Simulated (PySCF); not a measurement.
## How methods differ on the ionisation energy of Si

Si [Ne] 3s2 3p2 (3P) → Si⁺ [Ne] 3s2 3p1 (2P), as a difference of total energies. All numbers are calculated (PySCF 2.14, the non-relativistic Hamiltonian (point nucleus), in aug-cc-pwCVDZ (6s5p3d, 36 functions)). Correlated levels: nothing frozen. The calculations carry no spin-orbit coupling.

| method | ionisation energy (eV) |
| --- | --- |
| UHF | 7.650 |
| MP2 (all electrons) | 7.954 |
| SCS-MP2 (all electrons) | 7.875 |
| CCSD (all electrons) | 7.983 |
| CCSD(T) (all electrons) | 7.999 |

Q: How much does correlation contribute at CCSD(T) (all electrons)?

A: 7.999 − (7.650) = 0.349 eV, measured against UHF.

Errors of the correlated levels include the incompleteness of this basis.

For comparison: 8.157 eV (measured; NIST levels, between the centres of gravity of the two terms).
